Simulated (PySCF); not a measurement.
Si(NH₂)₄, optimised at GFN2-xTB:

```xyz
13

N     -0.9200    -0.1089    -1.5609
Si    -0.1349    -0.0423    -0.0175
N     -0.2095    -1.6895     0.5156
N     -0.7447     0.8262     1.3526
N      1.3344     0.8030    -0.3772
H     -1.7991    -0.5956    -1.6115
H     -0.9689     0.7445    -2.0915
H      0.1630    -1.8975     1.4268
H      0.0690    -2.4002    -0.1398
H     -0.7653     1.8302     1.2912
H     -1.5955     0.4900     1.7713
H      1.8615     0.4937    -1.1765
H      1.9558     0.9964     0.3901
```

Method: PySCF energies (xtb for GFN2) plus ideal-gas RRHO corrections (1 bar). 6-31G* has spherical d functions here. All species are closed-shell singlets. B3LYP is the form with VWN-RPA correlation. Si(NH₂)₄: computed as isolated molecules; such fragments, hydroxides, amides, oligomers or adducts are transient or little studied in the gas.

Q: List the harmonic frequencies (cm⁻¹, unscaled) at this level and at the other levels, each on its own geometry.

A: 
- GFN2-xTB: 170, 186, 193, 199, 200, 244, 262, 262, 265, 533, 534, 553, 555, 738, 791, 815, 815, 817, 865, 960, 960, 1522, 1526, 1527, 1531, 3491, 3491, 3492, 3494, 3525, 3527, 3530, 3530
- B3LYP/6-31G*: 212, 243, 275, 290, 290, 336, 360, 360, 396, 472, 472, 510, 511, 715, 790, 831, 831, 847, 877, 971, 971, 1613, 1620, 1620, 1626, 3559, 3559, 3559, 3561, 3652, 3654, 3654, 3655
- HF/6-31G*: 229, 251, 293, 316, 316, 354, 384, 384, 426, 473, 473, 524, 539, 760, 841, 878, 878, 896, 940, 1031, 1031, 1754, 1762, 1762, 1769, 3792, 3792, 3792, 3793, 3886, 3888, 3888, 3889
- PBE/def2-SVP: 199, 228, 253, 269, 269, 319, 332, 332, 373, 442, 442, 465, 471, 696, 743, 793, 793, 818, 821, 923, 923, 1481, 1488, 1488, 1491, 3488, 3490, 3490, 3491, 3585, 3586, 3586, 3588
- PBE0/def2-TZVP: 216, 242, 277, 302, 302, 336, 356, 357, 402, 439, 439, 460, 464, 737, 765, 821, 821, 849, 852, 960, 960, 1571, 1578, 1578, 1584, 3610, 3611, 3611, 3612, 3704, 3706, 3706, 3707
